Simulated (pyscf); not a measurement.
H₃Si–AsH₂ + SiH₄ -> H₃Si–SiH₂–AsH₂ + H₂, a multi-bond step (singlet surface; As–H, H–Si, H–Si broken, As–H, Si–Si, H–H formed). PySCF, gas phase, ωB97X-D3(BJ)/def2-SVP geometries. Energies in kcal/mol from the separated reactants.

AM1 to PM7: differences of heats of formation from MOPAC, which are fitted to 298 K values and so differ in kind from electronic energies by zero-point and thermal terms. 

Problem. In single points PM6 puts the saddle at 69.9 kcal/mol and the reaction energy at -24.7 kcal/mol. Should these be trusted to within a few kcal/mol? Compare with ωB97M-D3(BJ)/def2-TZVP.

Solution. ωB97M-D3(BJ)/def2-TZVP gives ΔE‡ = 74.8 kcal/mol and ΔE = +4.9 kcal/mol. PM6 lies 4.9 kcal/mol under it in the barrier and 29.6 kcal/mol under it in the reaction energy, so on this step it does not hold to within 3.0 kcal/mol. ωB97M-D3(BJ)/def2-TZVP has limits of its own. The same reactants have a lower exit, to H₃Si–AsH–SiH₃ + H₂ (barrier +61.5 kcal/mol at ωB97M-D3(BJ)/def2-TZVP, against +74.8 kcal/mol here). H₃Si–SiH₂–AsH₂ lies 7.4 kcal/mol over its isomer H₃Si–AsH–SiH₃ (electronic energy, ωB97M-D3(BJ)/def2-TZVP). This is the saddle that the search found; another between the same sides may lie lower. In the def2 sets elements up to Kr have no core potential.
